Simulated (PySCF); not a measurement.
# AlClO (SMILES [O]=[Al][Cl]) at FCI/STO-3G

Aim: the vertical singlet–triplet gap of AlClO at FCI/STO-3G, from 2 runs. The job is set up through a Python script.

The results are computed with PySCF 2.14.0.

7 further runs of the same task are left out: 7 set aside as unsound or not needed.

### Step 1. The molecule

AlClO has 3 atoms, charge 0, and is taken as a singlet. As SMILES, `[O]=[Al][Cl]`. The shape comes from GFN2-xTB, which is rough for such elements, and wasn't checked as a minimum.

Bond lengths: O1–Al2 1.566 Å, Al2–Cl3 2.014 Å. Angles: O1–Al2–Cl3 180.0°.

### Step 2. A single-point energy at FCI/STO-3G

calc.py reads:

```python
from pyscf import gto, scf, mcscf
from pyscf import fci

system = gto.M(
    atom=[
    ('O', (0.107470, 1.694260, 0.245960)),
    ('Al', (0.009340, 0.147220, 0.021380)),
    ('Cl', (-0.116820, -1.841490, -0.267330)),
],
    verbose=3,
    basis='sto-3g',
    spin=0,
    charge=0,
    max_memory=1860,
)

hf = scf.RHF(system)
hf.conv_tol = 1e-10
hf.kernel()
if not hf.converged:
    hf = hf.newton().run(hf.mo_coeff, hf.mo_occ)

cas = mcscf.CASCI(hf, hf.mo_coeff.shape[-1] - 11, (system.nelec[0] - 11, system.nelec[1] - 11))  # full CI above the frozen core
cas.fcisolver = fci.direct_spin0.FCI(system)  # even spin states alone
cas.kernel()
print('<S^2> = %.4f' % cas.fcisolver.spin_square(cas.ci, cas.ncas, cas.nelecas)[0])
etot = cas.e_tot
print('E = %.10f Eh' % etot)
```

Launch:

```
$ OMP_NUM_THREADS=1 python calc.py
```

The program printed:

```text
converged SCF energy = -767.437292341721
CASCI E = -767.573057267028  E(CI) = -49.6245896111375  S^2 = 0.0000000
<S^2> = 0.0000
E = -767.5730572670 Eh
```

Wall time 4.5 s (1 thread of Arm Neoverse V1, shared host); peak memory 0.17 GiB.

### Step 3. The triplet

calc.py reads:

```python
from pyscf import gto, mcscf

mol = gto.M(
    atom='''
O        0.107470       1.694260       0.245960
Al       0.009340       0.147220       0.021380
Cl      -0.116820      -1.841490      -0.267330
''',
    verbose=3,
    basis='sto-3g',
    charge=0,
    spin=2,
    max_memory=1860,
)

mf = mol.ROHF()
mf.conv_tol = 1e-10
mf.kernel()
if not mf.converged:
    mf = mf.newton().run(mf.mo_coeff, mf.mo_occ)

cas = mcscf.CASCI(mf, mf.mo_coeff.shape[-1] - 11, (mol.nelec[0] - 11, mol.nelec[1] - 11))  # full CI above the frozen core
cas.fix_spin_(ss=2.0)
cas.kernel()
etot = cas.e_tot
print('Final energy', etot)
```

Launch:

```
$ OMP_NUM_THREADS=1 python calc.py
```

The program printed:

```text
converged SCF energy = -767.368864788151
CASCI E = -767.425562681837  E(CI) = -49.4786899547761  S^2 = 2.0000000
Final energy -767.4255626818366
```

It took 5.7 s on 1 thread of Arm Neoverse V1, shared host; peak memory 0.15 GiB.

### Step 4. Results

Level: FCI/STO-3G, 11 core orbitals frozen.

| quantity | value |
| --- | --- |
| singlet: total energy | -767.57306 Eh |
| singlet: dipole moment (Hartree–Fock density) | 0.40 D |
| singlet: HOMO energy (Hartree–Fock orbitals) | -7.43 eV |
| singlet: LUMO energy (Hartree–Fock orbitals) | 7.31 eV |
| singlet: HOMO–LUMO gap (Hartree–Fock orbitals) | 14.74 eV |
| singlet: correlation energy (11 core orbitals frozen) | -135.8 mEh |
| triplet: total energy | -767.42556 Eh |
| triplet: dipole moment (Hartree–Fock density) | 2.68 D |
| triplet: correlation energy (11 core orbitals frozen) | -56.7 mEh |
| vertical energy of the triplet above the singlet | 4.014 eV |

What this shows: At this shape the triplet lies 4.01 eV (387 kJ/mol) above the singlet. In a minimal basis such a difference can be off by several eV, whatever the method. Mulliken charges (singlet) of the mean-field density run from -0.49 on O1 to +0.95 on Al2; they depend strongly on the basis. Mulliken charges (triplet) of the mean-field density run from -0.55 on Cl3 to +0.92 on Al2; they depend strongly on the basis.
